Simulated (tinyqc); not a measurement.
Extended Hueckel theory, for LiH-, step by step. The parameters take no account of the charge, which enters only through the electron count, and nothing here shows that the anion is bound. Computed by tinyqc, a small Python program that keeps every step (integrals from PySCF). Settings: charge = -1, K = 1.5, multiplicity = 2. Command: `OMP_NUM_THREADS=1 python tinyqc.py 25134 25135 out.jsonl` (the two numbers bound the seeds that draw the settings). One thread of a shared host (Intel(R) Xeon(R) Processor @ 2.60GHz), about 0.01 s of CPU time with the checks.

## Overlaps

Geometry (angstrom):
```
atom,x,y,z
Li,0.000000,0.000000,0.000000
H,0.000000,0.000000,1.540000
```

Parameters chosen for this run:
```
element,shell,Slater exponent,H_ii (eV)
Li,2s,0.650000,-5.400000
Li,2p,0.650000,-3.500000
H,1s,1.300000,-13.600000
```

Slater orbitals, each expanded in six Gaussians scaled to its exponent.

overlap S:
```
,1Li 2s,1Li 2px,1Li 2py,1Li 2pz,2H 1s
1Li 2s,1.000000,0.000000,0.000000,0.000000,0.369746
1Li 2px,0.000000,1.000000,0.000000,0.000000,0.000000
1Li 2py,0.000000,0.000000,1.000000,0.000000,0.000000
1Li 2pz,0.000000,0.000000,0.000000,1.000000,0.486314
2H 1s,0.369746,0.000000,0.000000,0.486314,1.000000
```

## Wolfsberg-Helmholz matrix

diagonal H_ii (eV): 1Li 2s -5.400000, 1Li 2px -3.500000, 1Li 2py -3.500000, 1Li 2pz -3.500000, 2H 1s -13.600000

K = 1.500000

H_ij = K' S_ij (H_ii + H_jj)/2 for i != j (the diagonal keeps H_ii), with K' = 1.5.

H (eV):
```
,1Li 2s,1Li 2px,1Li 2py,1Li 2pz,2H 1s
1Li 2s,-5.400000,0.000000,0.000000,0.000000,-5.268882
1Li 2px,0.000000,-3.500000,0.000000,0.000000,0.000000
1Li 2py,0.000000,0.000000,-3.500000,0.000000,0.000000
1Li 2pz,0.000000,0.000000,0.000000,-3.500000,-6.236977
2H 1s,-5.268882,0.000000,0.000000,-6.236977,-13.600000
```

## Orbitals

valence electrons = 3

Solve H C = S C e through S^(-1/2); fill by pairs from the bottom, a degenerate level sharing its electrons equally; each orbital has its largest coefficient positive (the first on a tie).

orbital energies (eV): -13.621391  -4.803937  -3.500000  -3.500000  1.223547

occupations: 2.000000  1.000000  0.000000  0.000000  0.000000

coefficients:
```
,MO1,MO2,MO3,MO4,MO5
1Li 2s,0.028472,0.895030,0.000000,0.000000,0.645157
1Li 2px,0.000000,0.000000,0.776045,-0.630677,0.000000
1Li 2py,0.000000,0.000000,0.630677,0.776045,0.000000
1Li 2pz,-0.038537,-0.456948,0.000000,0.000000,1.080295
2H 1s,1.007099,-0.152748,0.000000,0.000000,-0.746900
```

sum of one-electron energies = -32.046719 eV

Within a degenerate level the vectors are fixed only up to a rotation; this is one choice.

## Mulliken analysis

P = C n C^T; charge = valence electrons (Li 1, H 1) minus the sum of (P S)_ii on the atom; overlap population = 2 sum P_ij S_ij between two atoms.

charges: 1Li 0.018679, 2H -1.018679

Overlap populations:
```
pair,value
2-1,-0.066300
```
